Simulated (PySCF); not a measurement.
Basis-set dependence of population analyses: 2-butenal

Compound: 2-butenal, C₄H₆O.
SMILES with atom numbers: `[CH3:1]/[CH:2]=[CH:3]/[CH:4]=[O:5]` (hydrogens: H6, H7, H8 on C1; H9 on C2; H10 on C3; H11 on C4)

PBE0 throughout (PySCF), one geometry, spherical d and f functions. One conformer (not necessarily the lowest) at the PBE0-D3(BJ)/def2-SVP geometry, without solvent, vibrations or thermal averaging. Atoms taken as equivalent share a column and are averaged. The first 7 of 9 kinds of atom are listed.

Mulliken charges (e):

```
        basis  functions      C1      C2      C3      C4      O5  H6/H7/H8      H9
       STO-3G         31  -0.242  -0.056  -0.111  +0.086  -0.183    +0.093  +0.085
        6-31G         57  -0.558  -0.119  -0.164  +0.174  -0.404    +0.193  +0.176
       6-31G*         82  -0.584  -0.114  -0.194  +0.206  -0.400    +0.201  +0.179
     def2-SVP        100  -0.029  -0.115  -0.079  +0.163  -0.227    +0.065  +0.048
     pcSseg-1        115  -0.227  -0.212  -0.182  +0.266  -0.365    +0.137  +0.119
6-311+G(2d,p)        171  -0.724  +0.143  +0.146  +0.012  -0.389    +0.161  +0.117
    def2-TZVP        191  -0.345  -0.083  -0.119  +0.097  -0.281    +0.140  +0.128
```

IAO charges (e):

```csv
basis,functions,C1,C2,C3,C4,O5,H6/H7/H8,H9
STO-3G,31,-0.403,-0.097,-0.189,+0.070,-0.178,+0.146,+0.133
6-31G,57,-0.441,-0.079,-0.207,+0.204,-0.371,+0.163,+0.148
6-31G*,82,-0.421,-0.076,-0.208,+0.249,-0.391,+0.156,+0.142
def2-SVP,100,-0.410,-0.073,-0.207,+0.246,-0.384,+0.153,+0.139
pcSseg-1,115,-0.419,-0.079,-0.211,+0.252,-0.398,+0.157,+0.143
"6-311+G(2d,p)",171,-0.433,-0.079,-0.214,+0.256,-0.411,+0.162,+0.148
def2-TZVP,191,-0.432,-0.079,-0.214,+0.257,-0.409,+0.161,+0.148
```

**Question.** Which scheme is steadiest as the basis changes?

**Answer.** Largest range over the bases for any column: IAO 0.23 e, Mulliken 0.69 e. IAO charges move least and Mulliken charges most, counted in e. Without the minimal STO-3G basis the ranges are IAO 0.05, Mulliken 0.69 e.

**Question.** How much do the charges still move between the two largest bases, 6-311+G(2d,p) and def2-TZVP?

**Answer.** At most, over all atoms: Mulliken 0.379 e, IAO 0.003 e.

**Question.** What do the same runs give for the total energy, the frontier levels and the dipole moment?

**Answer.** 
```csv
basis,energy (Eh),HOMO (eV),LUMO (eV),μ (D)
STO-3G,-228.0308,-4.27,1.42,2.41
6-31G,-230.8906,-7.13,-1.39,4.17
6-31G*,-230.9543,-7.07,-1.28,3.90
def2-SVP,-230.7911,-7.21,-1.47,3.90
pcSseg-1,-230.9353,-7.36,-1.59,4.08
"6-311+G(2d,p)",-231.0289,-7.40,-1.64,4.24
def2-TZVP,-231.0477,-7.36,-1.59,4.12
```

The dipole is fixed by the density alone, so its range of 1.83 D shows that the density itself changes with the basis, not only its division among atoms.
